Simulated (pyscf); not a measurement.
PySCF, gas phase, ωB97X-D3(BJ)/def2-SVP geometries. MP2 and CC: frozen core, UHF for open shells. ΔMP2 is the change of the MP2 total energy from the triple- to the quadruple-zeta basis.

Question: For H₂C=CH–SiH₃ + HCl -> H₃Si–CH₂–CH₂–Cl, an addition across a multiple bond or ene-type step (singlet surface; Cl–H broken, C–Cl, C–H formed), PBE/def2-TZVP gives ΔE‡ = 127.5 kJ/mol and ΔE = -87.6 kJ/mol (zero: the separated reactants). In which direction and how far do M06-2X/def2-TZVP, ωB97M-D3(BJ)/def2-TZVP, CCSD(T)/def2-TZVPP + ΔMP2(QZVPP) move these?

Answer: M06-2X: ΔE‡ = 159.0 kJ/mol, ΔE = -91.8 kJ/mol; ωB97M-D3(BJ): ΔE‡ = 160.6 kJ/mol, ΔE = -85.5 kJ/mol; CCSD(T): ΔE‡ = 170.4 kJ/mol, ΔE = -79.3 kJ/mol. PBE's barrier lies under all of them, by 31.5 to 42.9 kJ/mol. Its reaction energy lies among theirs. Low barriers are usual for a GGA, whose delocalisation error favours stretched bonds. H₃Si–CH₂–CH₂–Cl lies 158.4 kJ/mol over its isomer H₃C–CH₂–SiH₂–Cl (electronic energy, ωB97M-D3(BJ)). This is the saddle that the search found; another between the same sides may lie lower. The CCSD(T) − MP2 part came from Ansatz, without density fitting, on the same reference.
